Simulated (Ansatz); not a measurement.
# Property card for MgTl

All numbers below come from DFT PBEsol, scalar-relativistic, plane waves, PAW (Ansatz).

Plane waves to 420 eV, a k mesh through Γ of 12×12×12 on the computed 2-atom cell and Gaussian smearing (0.10 eV); no spin polarisation.

The structure is relaxed at this level of theory with its symmetry kept. Whether it is the stable form of this composition wasn't checked.

```yaml
crystal:
  lattice:
    - [3.62315, 0.00000, 0.00000]
    - [0.00000, 3.62315, 0.00000]
    - [0.00000, 0.00000, 3.62315]
  atoms:
    - { symbol: Mg, position: [0.00000, 0.00000, 0.00000] }
    - { symbol: Tl, position: [0.50000, 0.50000, 0.50000] }
```

Formation energy from the elements' standard states (uncorrected)?

-0.086 eV/atom.

Density of states at the Fermi level?

0.73 states/eV per cell.

Löwdin character within 0.5 eV of the Fermi level?

Tl 6p 67 %, Mg 3s 13 %, Tl 6s 12 %, unprojected 8 %.

Bulk modulus?

40 GPa.

Its pressure derivative?

4.8.

Bader charges (e)?

Mg (1 in the cell) 1.29, Tl (1 in the cell) -1.29.

Spin-orbit coupling is left out, which matters for the bands of heavy elements.

Cost: 9 runs of about 1 core-minutes in all, on Arm Neoverse V1 (shared hosts).